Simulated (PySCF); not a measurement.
**Basis-set dependence of population analyses: 1,3,5-triazine**

Compound: 1,3,5-triazine, C₃H₃N₃.
Atom-mapped SMILES: `[cH:1]1[n:2][cH:3][n:4][cH:5][n:6]1` (hydrogens: H7 on C1; H8 on C3; H9 on C5)

PBE0 throughout (PySCF), one geometry, spherical d and f functions. Geometry: PBE0-D3(BJ)/def2-SVP; no solvent, vibrations or thermal averaging. Atoms taken as equivalent share a column and are averaged.

Mulliken charges (e):

```tsv
basis	functions	C1/C3/C5	N2/N4/N6	H7/H8/H9
STO-3G	33	+0.102	-0.223	+0.120
6-31G	60	+0.087	-0.311	+0.225
6-31G*	90	+0.141	-0.348	+0.207
def2-SVP	99	+0.129	-0.195	+0.066
pcSseg-1	117	+0.261	-0.403	+0.142
6-311+G(2d,p)	180	+0.131	-0.270	+0.139
def2-TZVP	204	+0.079	-0.225	+0.146
```

IAO charges (e):

| basis | functions | C1/C3/C5 | N2/N4/N6 | H7/H8/H9 |
| --- | --- | --- | --- | --- |
| STO-3G | 33 | +0.031 | -0.188 | +0.157 |
| 6-31G | 60 | +0.094 | -0.280 | +0.185 |
| 6-31G* | 90 | +0.144 | -0.311 | +0.167 |
| def2-SVP | 99 | +0.143 | -0.305 | +0.162 |
| pcSseg-1 | 117 | +0.144 | -0.315 | +0.171 |
| 6-311+G(2d,p) | 180 | +0.149 | -0.322 | +0.172 |
| def2-TZVP | 204 | +0.150 | -0.321 | +0.171 |

Hirshfeld charges (e):

```csv
basis,functions,C1/C3/C5,N2/N4/N6,H7/H8/H9
STO-3G,33,+0.116,-0.163,+0.047
6-31G,60,+0.098,-0.170,+0.072
6-31G*,90,+0.104,-0.173,+0.069
def2-SVP,99,+0.101,-0.163,+0.062
pcSseg-1,117,+0.101,-0.168,+0.067
"6-311+G(2d,p)",180,+0.099,-0.171,+0.071
def2-TZVP,204,+0.099,-0.169,+0.069
```

Question: Which scheme is steadiest as the basis changes?

Answer: Largest range over the bases for any column: Hirshfeld 0.03 e, IAO 0.13 e, Mulliken 0.21 e. Hirshfeld charges move least and Mulliken charges most, counted in e. Without the minimal STO-3G basis the ranges are Hirshfeld 0.01, IAO 0.06, Mulliken 0.21 e.

Question: How much do the charges still move between the two largest bases, 6-311+G(2d,p) and def2-TZVP?

Answer: At most, over all atoms: Mulliken 0.052 e, IAO 0.002 e, Hirshfeld 0.002 e.

Question: What do the same runs give for the total energy and the frontier levels?

Answer: 
```tsv
basis	energy (Eh)	HOMO (eV)	LUMO (eV)
STO-3G	-276.4640	-5.58	0.74
6-31G	-279.9252	-7.86	-1.68
6-31G*	-280.0419	-7.86	-1.38
def2-SVP	-279.8371	-7.96	-1.56
pcSseg-1	-280.0104	-8.11	-1.68
6-311+G(2d,p)	-280.1231	-8.14	-1.69
def2-TZVP	-280.1465	-8.07	-1.63
```
